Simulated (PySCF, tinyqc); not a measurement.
Starting guesses with plain Roothaan steps: SCF starting guesses in the sto-3g basis, for CH+, spin multiplicity 1. Computed by the program tinyqc with PySCF. RHF with one setting changed at a time; a run stops when the energy changes by less than 1e-09 hartree and the error matrix is below 1e-5. Starts: the lowest orbitals of the core Hamiltonian, of the Wolfsberg-Helmholz matrix (K = 1.75), projected atomic densities, random orbitals, and the highest orbitals of the core Hamiltonian (a deliberately bad start).

Geometry (angstrom):
```
atom       x       y       z
C     0.0000  0.0000  0.0000
H     0.0000  0.0000  1.8380
```

lowest restricted solution found by these runs and by PySCF = -37.339991 hartree

Largest element of the error matrix X^T (FDS - SDF) X:
```
iteration     core  Wolfsberg-Helmholz  atomic densities   random  highest core orbitals
1          2.4e-01             3.0e-01           1.6e-01  8.2e+00                1.0e-01
2          6.1e-02             2.6e-01           2.8e-02  4.9e-01                6.1e-01
3          1.7e-02             1.7e-01           5.4e-03  9.1e-02                6.6e-01
4          5.2e-03             5.4e-02           1.9e-03  4.5e-02                6.4e-02
5          1.6e-03             1.5e-02           5.4e-04  3.9e-02                1.5e-02
6          4.7e-04             4.1e-03           1.7e-04  3.4e-02                3.8e-03
8          4.4e-05             3.1e-04           1.5e-05  2.5e-02                2.8e-04
10         4.0e-06             2.3e-05                 -  1.8e-02                2.1e-05
14               -                   -                 -  9.1e-03                      -
20               -                   -                 -  3.3e-03                      -
30               -                   -                 -  6.0e-04                      -
45               -                   -                 -  4.6e-05                      -
```

How each run ends:
```
run                    iterations  E (hartree)         state
core                           10   -37.339991  lowest found
Wolfsberg-Helmholz             11   -37.125159        higher
atomic densities                9   -37.339991  lowest found
random                         55   -37.339991  lowest found
highest core orbitals          11   -37.125159        higher
```

What does the comparison show, and why?

3 of 5 runs reach the lowest restricted solution found, in 9 to 55 iterations (fastest: atomic densities). Ending on a higher stationary point: Wolfsberg-Helmholz, highest core orbitals; a small error matrix cannot reveal that, and an occupation fixed by the start is kept by symmetry or by the shape of the basin. The first errors are 2e-01, 3e-01, 2e-01, 8e+00, 1e-01; the deliberately bad start has the smallest one, so a small first error does not mark a good start. The restricted reference is unstable here: a spin-polarised solution lies 0.0098 hartree lower (PySCF), so results built on it describe a poor reference.
